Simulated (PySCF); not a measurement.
Compound: sulfur dioxide, SO2.
SMILES: `O=S=O`

Level of theory: PBE/def2-SVP geometry optimisation, gas phase (PySCF 2.14.0).

Masses are those of the commonest isotopes; rigid-rotor values at the optimised geometry. 

Question: What are A, B and C (MHz)?

Answer: Ia = 9.10, Ib = 52.16, Ic = 61.25 u·Å²; 505379 MHz·u·Å²/I gives A = 55562, B = 9689, C = 8250 MHz.

Question: What kind of rotor is it?

Answer: A near-prolate asymmetric top; Ray's κ = -0.939.

The dipole components are |μa| = 0.00 D, |μb| = 1.66 D, |μc| = 0.00 D. The nuclei that the symmetry axis exchanges have no spin, so part of the rotational levels is missing.

Question: Estimate the classical rotational partition function at 200 K, 298.15 K and 500 K.

Answer: Point group C2v, symmetry number σ = 2; q = (√π/σ)·√((kT/h)³/(ABC)), k/h = 20836.6 MHz/K: 3580 at 200 K, 6510 at 298.15 K, 14100 at 500 K.

PBE/def2-SVP frequencies: not computed here. No vibrational averaging or centrifugal distortion is included, and the geometry carries the error of its method.

On one thread, Arm Neoverse V1 (aarch64), no GPU, shared host, this took 2.9 s and 0.26 GiB of memory at its peak. This is the geometry optimisation.
